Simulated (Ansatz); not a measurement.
# AlH₄NO: small, medium and large basis sets

The task here is to estimate one member of a computed series from the others.

Program: Ansatz 0.2.0, Gaussian basis. Level of theory: one geometry, several basis sets. These are calculated values, not measurements.

Plan: PBE0-D4/def2-SVP; ωB97M-V/def2-SVP; PBE0-D4/def2-QZVPP; ωB97M-V/def2-QZVPP; CCSD(T)/cc-pV(D+d)Z; CCSD(T)/cc-pV(T+d)Z; CCSD(T)/cc-pV(Q+d)Z; the functionals' def2-TZVPP values are taken from earlier runs.

## The geometry

All runs share one geometry, relaxed beforehand with PBE0-D4 in a triple-zeta def2 set.

SMILES `[NH2][AlH][OH]`, 7 atoms, charge 0, spin multiplicity 1.

Atoms are counted from 1 here; the program's logs count them from 0.

Bond lengths: N1–Al2 1.760 Å, N1–H4 1.007 Å, N1–H5 1.006 Å, Al2–O3 1.698 Å, Al2–H6 1.579 Å, O3–H7 0.955 Å. Angles: Al2–N1–H4 125.1°, Al2–N1–H5 124.3°, H4–N1–H5 110.6°, N1–Al2–O3 116.8°, N1–Al2–H6 120.8°, O3–Al2–H6 122.4°, Al2–O3–H7 123.2°.

Set-up of the first run:

Contents of in.yaml:

```yaml
crystal:
  periodic: [false, false, false]
  atoms:
    - {symbol: N, position_ang: [-1.150270, 0.345954, -0.568743]}
    - {symbol: Al, position_ang: [0.330576, 0.149113, 0.362572]}
    - {symbol: O, position_ang: [1.304554, -1.187509, -0.020806]}
    - {symbol: H, position_ang: [-1.457678, -0.270110, -1.303289]}
    - {symbol: H, position_ang: [-1.808466, 1.095637, -0.436936]}
    - {symbol: H, position_ang: [0.716757, 1.179657, 1.495358]}
    - {symbol: H, position_ang: [2.125727, -1.380742, 0.426044]}
basis:
  gaussian: {orbitals: def2-SVP}
hamiltonian: {xc: pbe0, dispersion: d4}
output: {orbitals: {seedname: orbitals}}
```

Run with:

```console
> ansatz run in.yaml --threads 2 --pin off --events-out ev --progress --plain --max-ram 32768MiB --backend cpu
```

Steps of the session up to this table: PBE0-D4 in def2-SVP; ωB97M-V in def2-SVP; PBE0-D4 in def2-QZVPP; ωB97M-V in def2-QZVPP.

One of the session's tables, all rows but one given; the rest of the session is left out.

It belongs to the step «Density functionals: the series». 

| functional | basis | HOMO (eV) | LUMO (eV) |
| --- | --- | --- | --- |
| PBE0-D4 | def2-SVP | ? | ? |
| PBE0-D4 | def2-TZVPP | -7.38 | 0.17 |
| PBE0-D4 | def2-QZVPP | -7.44 | -0.02 |
| ωB97M-V | def2-SVP | -9.49 | 2.25 |
| ωB97M-V | def2-TZVPP | -9.78 | 1.73 |
| ωB97M-V | def2-QZVPP | -9.85 | 1.17 |

Q: Estimate the row for PBE0-D4, def2-SVP from the others.

The run gave: HOMO (eV): -7.11; LUMO (eV): 0.53. In the column «HOMO (eV)» it is the highest.
